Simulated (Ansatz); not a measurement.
`OC1=CN1` + H₂ → `C1=CN1` + H₂O at 298.15 K and 1 bar (hydrogenolysis of a C–O bond).

Isolated molecules relaxed with PBE0-D4/def2-TZVP in Ansatz; ΔE leaves out vibrations. CCSD(T)/CBS is the MP2 limit (def2-TZVPP, def2-QZVPP) plus CCSD(T) − MP2 in def2-TZVPP, frozen cores. This one scheme is used for every species. One conformer a species, not always the lowest.

```tsv
species	CCSD(T)/CBS energy (Eh)	H − E (kJ/mol)	S (J/(mol·K))
`OC1=CN1`	-207.63901	143.5	277.2
H₂	-1.17544	35.1	130.4
`C1=CN1`	-132.46664	127.0	248.9
H₂O	-76.37941	66.4	188.7
```

H − E and S are ideal-gas, rigid-rotor, harmonic terms from PBE0-D4/def2-TZVP, for one conformer and one mirror image of each species. The MP2-based limit puts H₂ 0.8 mEh under its directly extrapolated value; such offsets cancel only in part. 1 Eh = 2625.50 kJ/mol, R = 8.31446 J/(mol·K).

Question: By hand: ΔE, ΔH, ΔS and ΔG.

Answer: ΔE = (-132.46664) + (-76.37941) − (-207.63901) − (-1.17544) = -0.03160 Eh = -83.0 kJ/mol. Δ(H − E) = 127.0 + 66.4 − 143.5 − 35.1 = 14.8, so ΔH = -68.2 kJ/mol. ΔS = 248.9 + 188.7 − 277.2 − 130.4 = 30.0 J/(mol·K). ΔG = -68.2 − 298.15 × (30.0)/1000 = -77.1 kJ/mol.

Question: By hand: the equilibrium constant, and the temperature at which ΔG would vanish if ΔH and ΔS stayed fixed.

Answer: log₁₀ K = −ΔG/(RT ln 10) = 13.5. ΔH and −TΔS have one sign here, so there is no such temperature.

ΔH outweighs TΔS. A doubt of 5 kJ/mol in ΔE shifts log₁₀ K by 0.9 here. Other conformers and mirror images would add mixing entropy, several J/(mol·K) or more a flexible species. These are equilibria of isolated gas molecules and say nothing of rates. Largest T1 diagnostic: 0.014 (customary marks: 0.02 for closed shells, 0.045 for open ones).
